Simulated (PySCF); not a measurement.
**SiH + Cl₂ → SiCl + HCl**

Level: PBE0 in the def2-TZVPD basis family, all electrons, no relativity, computed in PySCF with density fitting; open shells unrestricted.

```csv
species,state and structure,E (Eh),ZPE (kJ/mol),H(298 K) − H(0) (kJ/mol),S° (J/(mol K))
SiH,"doublet, C∞v, Si–H 1.532 Å",-289.86431,12.1,8.7,192.6
Cl₂,"singlet, D∞h, Cl–Cl 1.980 Å",-920.09105,3.5,9.1,222.4
SiCl,"doublet, C∞v, Si–Cl 2.068 Å",-749.41128,3.2,9.2,232.8
HCl,"singlet, C∞v, H–Cl 1.279 Å",-460.66594,17.9,8.7,186.6
```

(1) What is the electronic reaction energy?

(2) Add zero-point, thermal and entropy terms for 298.15 K and 1 bar.

Answers

(1) At PBE0/def2-TZVPD, ΔE = -319.9 kJ/mol from the differences of the total energies times 2625.5, downhill. 

(2) ΔZPE = 5.5 and Δ[H(298) − H(0)] = 0.1 kJ/mol give ΔH° = -314.3 kJ/mol. ΔS° = 4.4 J/(mol K), so ΔG° = -314.3 − 298.15 × (0.0044) = -316 kJ/mol.

The entropy of SiH, SiCl lacks the orbital degeneracy of a ²Π state, up to R ln 2. Only the bonding shown was studied: isomers, or loss of a ligand pair, can lie lower.
